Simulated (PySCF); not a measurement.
# Other spins and charges of AlH3, triplet at one geometry

Geometry (PBE0/def2-TZVP stationary point for this spin, not checked as a minimum):

```xyz
4

Al    0.0000    0.0744   -0.0956
H     0.0000   -1.3724   -0.7540
H     0.4207   -0.3098    1.6570
H    -0.4207   -0.3098    1.6570
```

Basis aug-cc-pVDZ; PySCF 2.14.0. Only valence electrons are correlated (noble-gas cores frozen). Prefix R: restricted or restricted open-shell reference; prefix U: unrestricted.

Gaps are energies of the second state less the first, at fixed atoms, for a selection of the levels run; mean-field and cluster levels share one orbital occupation for each state, and full CI takes the lowest of the symmetries tried.

Quintet less triplet: 7.171 eV at RCCSDT.

```csv
level,gap (eV),error (meV)
RHF,6.411,-760
UHF,6.422,-749
UMP2,7.010,-161
UCCSD,7.153,-18
RCCSD(T),7.167,-4
UCCSD(T),7.168,-3
PBE,7.051,-120
PBE0,7.075,-96
B3LYP,7.426,255
B2PLYP,7.377,206
```

Removing an electron, to the quartet: 11.800 eV at RCCSDT.

| level | gap (eV) | error (meV) |
| --- | --- | --- |
| RHF | 10.668 | -1132 |
| UHF | 10.688 | -1112 |
| RMP2 | 11.537 | -263 |
| UMP2 | 11.539 | -261 |
| RCCSD | 11.766 | -34 |
| UCCSD | 11.766 | -34 |
| RCCSD(T) | 11.794 | -6 |
| UCCSD(T) | 11.793 | -7 |
| UCCSDT | 11.800 | 0 |
| PBE | 11.947 | 147 |
| r2SCAN | 11.863 | 63 |
| PBE0 | 11.929 | 129 |
| B3LYP | 12.146 | 346 |
| wB97M-V | 12.137 | 337 |
| B2PLYP | 11.927 | 127 |

PBE gives 7.103 eV for removing an electron, to the doublet. Estimate what RCCSDT gives in aug-cc-pVDZ.

RCCSDT in aug-cc-pVDZ gives 6.907 eV, so against it PBE is off by 0.196 eV, of which a good part can be the reference's own basis and frozen-core error.

| level | gap (eV) | error (meV) |
| --- | --- | --- |
| RHF | 6.516 | -391 |
| UHF | 6.508 | -399 |
| RMP2 | 6.827 | -80 |
| UMP2 | 6.819 | -88 |
| UCCSD | 6.873 | -34 |
| r2SCAN | 7.215 | 308 |
| PBE0 | 7.090 | 183 |
| B3LYP | 7.003 | 96 |
| B2PLYP | 6.857 | -50 |

In so small a basis the reference is far from its limit while semilocal and hybrid functionals are nearer theirs (RPA and double hybrids share part of the reference's basis error), so the functionals' errors here hold much of the reference's basis and frozen-core error, which can add to them or hide them.

Full CI isn't at hand for all of this; RCCSDT serves as the reference. It lacks quadruple excitations. The frozen core follows each run's orbitals, which can shift R against U totals by a few meV.
